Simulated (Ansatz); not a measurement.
Worked example: correlation energy of [CH3···H···SiH3], doublet

Geometry: a point of a hydrogen-transfer path between rigid fragments, not a stationary point.

```xyz
9

C    -1.9229    0.0000    0.0000
H    -2.2861    1.0273    0.0000
H    -2.2861   -0.5137    0.8897
H    -2.2861   -0.5137   -0.8897
H    -0.5949    0.0000    0.0000
Si    0.9401    0.0000    0.0000
H     1.3901   -1.4163    0.0000
H     1.3901    0.7081   -1.2265
H     1.3901    0.7081    1.2265
```

Basis cc-pVDZ; Ansatz 0.2.0. Only valence electrons are correlated (noble-gas cores frozen), which leaves 15 electrons in 61 orbitals. Prefix R: restricted or restricted open-shell reference; prefix U: unrestricted.

Full CI isn't at hand for all of this; UCCSDT(Q) serves as the reference, and is uncertain by about the last step of the cluster series.

Runs differ by some tens of microhartree through their thresholds and, for an open shell, their frozen cores, so steps under 0.03 kcal/mol mean nothing.

| level | total energy (hartree) |
| --- | --- |
| UHF | -330.759098 |
| UMP2 | -331.025490 |
| UCCSD | -331.076729 |
| UCCSD(T) | -331.084117 |
| UCCSDT | -331.085290 |
| UCCSDT(Q) | -331.085607 |

Question: What is the correlation energy at UCCSDT(Q), and what share of it do UMP2 and UCCSDT recover?

Answer: E(corr) = -331.085607 − (-330.759098) = -0.326509 hartree = -8.885 eV. UMP2: -0.266392 / -0.326509 = 81.59 %. UCCSDT: -0.326192 / -0.326509 = 99.90 %.

Question: By how many kcal/mol does UCCSD(T) miss UCCSDT(Q) (1 hartree = 627.509 kcal/mol), and which steps make up the rest?

Answer: -331.084117 − (-331.085607) = 0.001490 hartree = 0.93 kcal/mol. Steps: UCCSDT − UCCSD(T) = -0.74, UCCSDT(Q) − UCCSDT = -0.20 kcal/mol. Differences between like states or geometries often cancel part of this.
